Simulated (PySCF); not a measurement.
O: electron affinity

O⁻ [He] 2s2 2p5 (2P) → O [He] 2s2 2p4 (3P), as a difference of total energies. Calculation: PySCF 2.14, in aug-cc-pVQZ (6s5p4d3f2g, 80 functions); no relativity, point nucleus. Correlated levels: valence: 1s2 frozen. The calculations carry no spin-orbit coupling.

| method | electron affinity (eV) | error (eV) |
| --- | --- | --- |
| UHF | -0.572 | -2.033 |
| MP2 (valence) | 1.491 | +0.030 |
| SCS-MP2 (valence) | 1.470 | +0.009 |
| CCSD (valence) | 1.242 | -0.219 |
| CCSD(T) (valence) | 1.399 | -0.062 |

Reference: 1.461 eV (measured; photodetachment measurements, as compiled on the Wikipedia data page of electron affinities).

Errors of the correlated levels include the incompleteness of this basis and the frozen core.

A negative affinity means that the anion lies above the atom at that level of theory.
